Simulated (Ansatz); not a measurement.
Geometry optimisation, RKS PBE-D4/def2-SVP in Ansatz.

Input:

```yaml
crystal:
  periodic: [false, false, false]
  atoms:
    - { symbol: "N", position_ang: [1.5567, -0.6552, -0.5355] }
    - { symbol: C, position_ang: [0.2193, -0.8601, -0.1626] }
    - { symbol: C, position_ang: [-0.37843, -2.02517, -0.23633] }
    - { symbol: C, position_ang: [-0.87951, -3.15376, -0.40319] }
    - { symbol: F, position_ang: [-1.28264, -3.88048, 0.7255] }
    - { symbol: H, position_ang: [1.6765, 0.3755, -0.809] }
    - { symbol: H, position_ang: [1.8827, -1.2617, -1.2408] }
    - { symbol: H, position_ang: [-0.27919, 0.03723, 0.08252] }
    - { symbol: H, position_ang: [-1.20351, -3.69014, -1.32914] }
basis:
  gaussian: { orbitals: def2-SVP }
hamiltonian:
  xc: pbe
  dispersion: d4
relax:
  f_tol: 0.015
  max_steps: 40
output:
  orbitals: {}
```

Command:

```bash
$ ansatz run input.yaml --threads 1 --pin off --max-ram 2048MiB --backend cpu --events-out ev --progress --plain --runs-dir out
```

Problem. Where does it end, and by what steps?

Solution. The run converged. After 13 steps the energy has fallen by 0.628 eV; H9 moved furthest, 0.36 Å.

```csv
step,energy less start (eV),largest force component (eV/Å),accepted
0,0.0000,4.711,yes
1,-0.4188,1.801,yes
2,-0.4836,1.425,yes
3,-0.5823,1.176,yes
4,-0.6128,0.598,yes
5,-0.6165,0.490,yes
6,-0.6261,0.097,yes
7,-0.6263,0.133,yes
8,-0.6175,0.121,no
9,-0.6278,0.034,yes
10,-0.6279,0.038,yes
11,-0.6279,0.021,yes
12,-0.6280,0.025,yes
13,-0.6280,0.008,yes
```

```xyz
9
Properties=species:S:1:pos:R:3
N 1.548 -0.550 -0.537
C 0.216 -0.840 -0.291
C -0.375 -2.033 -0.333
C -0.988 -3.194 -0.368
F -1.036 -4.063 0.681
H 1.762 0.400 -0.842
H 2.099 -1.273 -1.003
H -0.377 0.042 0.021
H -1.536 -3.605 -1.237
```

Whether the end is a true minimum wasn't checked by a vibrational analysis.

The run took 36 s on 1 thread of Arm Neoverse V1 (shared host), peak memory 0.12 GiB.
